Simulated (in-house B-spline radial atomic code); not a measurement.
**RPA and G0W0 on BHandHLYP: neutral xenon**

Configuration [Kr] 4d10 5s2 5p6, mean-field start BHandHLYP. Computed with a B-spline radial code for spherical atoms: all electrons, scalar-relativistic (spin-free one-electron X2C), finite nucleus, each spin shell either full or empty, empty states to l = 9 with an (l + 1/2)⁻⁴ tail; G0W0 by contour deformation at full frequency.

Spin-orbit coupling, left out, splits p levels strongly here.

Command:
```bash
python run_gw.py task.json out
```
Settings (radii: box in bohr, nucleus in fm):
```
Z                        54
electrons                54
configuration            [Kr] 4d10 5s2 5p6
hamiltonian              x2c
method                   bhandhlyp
lmax                     9
rms_radius               4.7859
spin_polarised           False
box_radius               40
intervals                72
```

Cost of the run: 6.8 s on 1 thread of Arm Neoverse N1, with other jobs on the host.

Energies (hartree):

| term | value |
| --- | --- |
| mean-field total | -7446.55991 |
| Hartree-Fock functional on these orbitals | -7443.56034 |
| direct second order | -4.5947 |
| second-order exchange | 1.254 |
| SOSEX correction | 1.1747 |

(1) What is the RPA correlation energy, and what remains with SOSEX?

Quasi-particle levels (eV):

```
level  occupied  mean field  Σx - vxc  Σc  QP weight  G0W0
   5p       yes     -10.624     -1.65   ?          ?     ?
```

G0W0 = mean field + (Σx - vxc) + Σc, with Σc (partial-wave tail included) taken at the quasi-particle energy. Only the outer levels were computed. Levels of low weight are left out.

(2) Where does G0W0 put 5p?

Results:

(1) RPA gives -4.06 hartree (-2.05 eV per electron); RPA + SOSEX gives -2.8853, and the second-order doubles -3.3407 hartree (no singles). RPA lacks exchange-type terms and so overcorrelates at short range.

(2) At -12.769 eV, with Σc = -0.50 eV and a quasi-particle weight of 0.917. The tabulated removal energy is 12.130 eV (NIST, measured); the calculation leaves out spin-orbit coupling, Breit and QED terms, and what these don't explain is the method's own error.
